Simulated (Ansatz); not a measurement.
A run of Ansatz (development build ahead of 0.2.0) on doublet C2HO at this shape:

```xyz
4

H     0.0570   -0.1327    0.0916
C     0.3826    0.4231    0.9617
C     1.0700    0.5083    2.0167
O     1.6931    0.6503    2.9868
```

Its results:

- Converged: yes
- Total energy: -150.96460 hartree
- Spin squared of the determinant: 0.820
- Stability test: minimum

Forces (eV/Å):
```tsv
atom	Fx	Fy	Fz
H1	0.093	0.412	0.453
C2	-0.405	-0.384	-0.827
C3	0.687	-0.150	0.735
O4	-0.375	0.121	-0.361
```

Q: Which input gives this output? Name the method, the orbitals and the basis set, and write the input.

A: UHF in def2-SVP.

```yaml
crystal:
  periodic: [false, false, false]
  atoms:
    - { symbol: H, position_ang: [0.05704, -0.13267, 0.09161] }
    - { symbol: C, position_ang: [0.38257, 0.42309, 0.96171] }
    - { symbol: C, position_ang: [1.07002, 0.50828, 2.01673] }
    - { symbol: O, position_ang: [1.69312, 0.65032, 2.98682] }
basis:
  gaussian: { orbitals: def2-SVP }
magnetization:
  spin_polarized: true
  initial_magnetization: 1
hamiltonian:
  xc: hf
output:
  forces: true
```
